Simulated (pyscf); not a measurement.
One four-centre exchange on the singlet surface with elements of a group swapped. ωB97M-D3(BJ)/def2-TZVP, kJ/mol, from the separated reactants. Structures and frequencies: ωB97X-D3(BJ)/def2-SVP in PySCF.

```tsv
step	barrier	reaction energy	imaginary mode (i cm⁻¹)
`[FH]` + `[F][MoH]([F])([F])([F])[F]` -> `[F][Mo]([F])([F])([F])([F])[F]` + `[H][H]`	78.5	-89.0	1007
`[F][WH]([F])([F])([F])[F]` + `[ClH]` -> `[F][W]([F])([F])([F])([F])[Cl]` + `[H][H]`	[?]	[?]	584
`[F][WH]([F])([F])([F])[F]` + `[FH]` → `[F][W]([F])([F])([F])([F])[F]` + `[H][H]`	40.5	-150.5	943
```

Question: Some entries are withheld; supply them.

Answer: 
- `[F][WH]([F])([F])([F])[F]` + `[ClH]` -> `[F][W]([F])([F])([F])([F])[Cl]` + `[H][H]`, barrier: 53.2
- `[F][WH]([F])([F])([F])[F]` + `[ClH]` -> `[F][W]([F])([F])([F])([F])[Cl]` + `[H][H]`, reaction energy: -106.7

Row 3: On the reactant side the descent ends in a complex, 17.6 kJ/mol under the separated species and 55.1 kJ/mol under the saddle at ωB97X-D3(BJ)/def2-TZVP. Each row is the saddle that its search found. Elements past Kr carry the def2 core potentials, without spin-orbit coupling.
